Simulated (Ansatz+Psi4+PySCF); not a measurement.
The numbers below are computed, except where a source is named.
## Psi4 1.11 run

```
molecule {
0 1
Li 0.000000 0.000000 0.410000
H 0.000000 0.000000 -2.050000
}

basis {
assign H cc-pVTZ
assign Li cc-pCVTZ
}
set reference uhf
set scf_type pk
set mp2_type conv
set cc_type conv
set num_frozen_docc 0
energy('mp2')
```

The input is written out from the run's settings.

Output:

- Converged: yes
- Reference energy: -7.94750 hartree
- Correlation energy: -0.06445 hartree
- Total energy: -8.01195 hartree
- Spin squared of the determinant: 0.000

The reference isn't the lowest determinant (another lies 0.06 eV lower), but the same method gives a higher total on the lower determinant. Caution: bonds are stretched, where a single reference can fail.
